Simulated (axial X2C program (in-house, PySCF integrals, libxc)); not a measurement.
**Nuclear properties of LiS⁻**

Calculated with an axial X2C code built on PySCF integrals: two-component X2C with atomic mean-field Coulomb and Gaunt terms, Gaussian nuclei, basis S dyall-av3z, Li dyall-av3z with contracted cores.

R = 2.056 Å (near the PBE0 minimum at charge -1 of the determinant lowest at the starting distance; the state shown can have its own minimum elsewhere).

Determinant lowest in the PBE0 search, Ω = 0 (closed shell), highest spinor 79% S p, 15% Li p, 6% Li d:

| level | qzz S (a.u.) | qzz Li (a.u.) |
| --- | --- | --- |
| PBE0 | -0.25 | -0.01 |
| HF | -0.47 | -0.02 |
| BHandHLYP | -0.35 | -0.01 |
| TPSSh | -0.21 | -0.01 |
| r2SCAN | -0.22 | -0.01 |

Determinant 0.66 eV from it at PBE0 and this distance, Ω = 2 (⟨Sz⟩ = 1.00, ⟨Lz⟩ = 1.00 at PBE0), spin on the atoms S 0.55, Li 0.45:

```
    level  Eeff magnitude (GV/cm)  Ws magnitude S (kHz)  A∥/gI S (MHz)  qzz S (a.u.)  A∥/gI Li (MHz)  qzz Li (a.u.)
     PBE0                  0.0114               0.00222            163         -1.88            8.55          -0.03
       HF                 0.00863               0.00168            160         -1.93            7.39          -0.03
BHandHLYP                  0.0135               0.00262            169         -1.93            10.9          -0.04
    TPSSh                  0.0121               0.00236            169         -1.89            8.55          -0.03
   r2SCAN                   0.016               0.00308            176         -1.93            9.48          -0.03
```

Eeff is the effective electric field on the electron electric dipole moment in this Ω state and Ws the scalar–pseudoscalar constant of the nucleus named (defined with the proton number Z and per Ω); A∥ (defined per Ω) follows by multiplying with gI = μI/(I μN); qzz is the electric field gradient, eQq0 = 234.96 MHz × Q/barn × qzz. The operators were transformed with the bare-nucleus X2C matrices; with these basis sets, hyperfine constants and field gradients can be off by tens of per cent, and where levels differ in sign neither size nor sign is settled.

Each state is one determinant with collinear spin, which with several unpaired electrons need not be a pure state. Unrestricted Hartree–Fock can overshoot spin polarisation at the nuclei. For an anion, determinants above electron detachment, or with a positive highest level, are held by the basis set. With several open shells hyperfine constants can be off by a factor of several. Open-shell Ω = 0 determinants with evenly filled partner blocks cannot be reached by this program, so the Ω shown need not be the lowest component. At HF a later determinant lies lower. The search compared states at one distance, so a state with another bond length can lie lower. Further determinants of the search, some of them spin-mixed, are not shown. Where a field gradient or hyperfine factor spreads by more than a factor of two over the levels, a constant derived from it is not to be relied on. PBE0 term energies can be off by some tenths of an eV.
